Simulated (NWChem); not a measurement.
# Correlation energy of H2P

```
P
H 1 1.4464
H 1 1.4464 2 90.69
```
Charge 0, spin multiplicity 2.

The numbers come from NWChem runs, not from measurements. All single points use one geometry, from UPBE/def2-SVP, a minimum by its harmonic frequencies.

Basis set: STO-3G. Each correlation energy counts from its own Hartree-Fock reference.

```
method           correlation energy (mHa)
---------------  ------------------------
UMP2                                -29.2
SCS-UMP2                            -34.9
CCSD on UHF                         -45.5
CCSD[T] on UHF                      -45.5
CCSD(T) on UHF                      -45.5
CCSD on ROHF                        -47.2
CCSD[T] on ROHF                     -47.2
CCSD(T) on ROHF                     -47.2
CCSDT on ROHF                       -47.2
```

The values span 18.0 mHa, from CCSDT on ROHF (lowest) to UMP2 (highest). 

The correlated methods keep 5 core orbitals frozen. The structure started from a generated list of species. The unpaired electrons of the parent sit in orbitals of symmetry b2 (C2v labels of the run); other states weren't searched. The stability of the SCF solutions was not checked. Open-shell Hartree-Fock references start from PBE0 orbitals. No row is a measurement; the coupled-cluster row has its own basis-set and correlation limits.
